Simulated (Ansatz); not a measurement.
System (SMILES): O=C (CH2-O).
Geometry (B3LYP-D3(BJ)/def2-TZVP, fixed):
```xyz
4

O     -0.0009    -0.0102     0.6728
C      0.0007     0.0079    -0.5259
H     -0.0027     0.9554    -1.0993
H      0.0057    -0.9218    -1.1276
```

Basis-set convergence of the dipole moment at HF with Ansatz (a first-principles code). Dipoles come from the density behind the forces; the sign is taken along the dipole that this method gives in the largest set. Cartesian d functions, on some or all atoms, in 6-31+G*; all else is spherical. The program fits the integrals of some runs and decomposes those of others, by size. No added dispersion term, no relativity. Reference: the value in aug-cc-pVQZ, 2.809 D. Deviations are taken from unrounded values.

```tsv
basis	functions	dipole moment (D)	minus reference (D)
STO-3G	12	1.510	-1.299
3-21G	22	2.609	-0.200
6-31G	22	2.975	0.167
pcseg-0	22	3.041	0.232
cc-pVDZ	38	2.652	-0.157
def2-SVP	38	2.748	-0.061
pcseg-1	38	2.971	0.162
6-31+G*	42	2.936	0.127
6-311G**	48	2.746	-0.062
def2-SVPD	59	2.855	0.047
pcseg-2	88	2.834	0.026
6-311++G(3df,3pd)	114	2.826	0.018
aug-cc-pVTZ	138	2.812	0.004
aug-pcseg-2	138	2.811	0.003
cc-pVQZ	170	2.787	-0.021
pcseg-3	186	2.813	0.004
d-aug-cc-pVTZ	188	2.809	0.000
aug-cc-pVQZ	252	2.809	0.000
```

The smallest set listed that lies within 0.1 D of the reference with all its larger relatives (same family, alike in diffuse functions; a set with none counts only in the reference's own line) is def2-SVP (38 functions, -0.061 D off). Inside, with no larger relative to test it: 6-311G**, 6-311++G(3df,3pd), aug-pcseg-2, cc-pVQZ, d-aug-cc-pVTZ. (Relatives not listed, tested too: def2-TZVP -0.027, def2-TZVPP -0.028, def2-TZVPD -0.001, def2-TZVPPD 0.001, def2-QZVP -0.005, def2-QZVPP -0.005, def2-QZVPPD 0.000 D.)
